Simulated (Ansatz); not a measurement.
**Basis or method: vertical ionisation to the singlet of SiH3**

SiH3, doublet; coordinates (Å): Si 0.000 0.000 -0.044; H 1.415 0.015 0.409; H -0.721 1.220 0.403; H -0.697 -1.233 0.407. Quantity: vertical ionisation to the singlet.

Ansatz 0.2.0, basis 6-31G or cc-pVDZ or cc-pVTZ; geometries are PBE0/def2-TZVP minima. Wave-function levels freeze the cores; HF, MP2 and coupled cluster are restricted for singlets and unrestricted otherwise, Kohn–Sham unrestricted where that lies lower. The reference is CCSDT(Q) or full CI (coupled cluster only where its series has nearly closed). Semilocal and hybrid functionals correlate all electrons outside any core potential and usually lie nearer their basis limit than the reference, so part of their error here is the reference's basis and frozen-core error; RPA and the MP2 part of double hybrids freeze the same cores as the reference. None of these values is a measured one. Energies are electronic, without zero-point terms. No spin–orbit coupling and no scalar relativity. The species are chosen: bound, without strong static correlation by their natural occupations or amplitudes, in their lowest spin state as far as vertical gaps and like structures tell, with only the lowest ion state computed, and with a ladder that closes on the reference, so errors are smaller than for species at large; levels whose determinant breaks symmetry or spin markedly are left out.

```json
{"level": "reference", "6-31G (eV)": "8.419 (full CI)", "cc-pVDZ (eV)": "8.680 (CCSDT(Q))", "cc-pVTZ (eV)": "8.797 (CCSDT(Q))"}
{"level": "CCSD", "6-31G (eV)": "8.419", "cc-pVDZ (eV)": "8.667", "cc-pVTZ (eV)": "8.763"}
{"level": "CCSD(T)", "6-31G (eV)": "8.420", "cc-pVDZ (eV)": "8.678", "cc-pVTZ (eV)": "8.790"}
{"level": "PBE", "6-31G (eV)": "8.908", "cc-pVDZ (eV)": "8.878", "cc-pVTZ (eV)": "8.899"}
{"level": "r2SCAN", "6-31G (eV)": "9.085", "cc-pVDZ (eV)": "9.051", "cc-pVTZ (eV)": "9.062"}
{"level": "B3LYP", "6-31G (eV)": "8.910", "cc-pVDZ (eV)": "8.882", "cc-pVTZ (eV)": "8.902"}
{"level": "wB97M-V", "6-31G (eV)": "8.700", "cc-pVDZ (eV)": "8.660", "cc-pVTZ (eV)": "8.689"}
{"level": "RPA-PBE", "6-31G (eV)": "8.386", "cc-pVDZ (eV)": "8.792", "cc-pVTZ (eV)": "9.030"}
```

From 6-31G to cc-pVTZ the reference moves by 0.378 eV and PBE by -0.009 (over all sets PBE spans 0.029); the step from CCSD(T) to the reference is 0.000 in the first and 0.006 in the last.
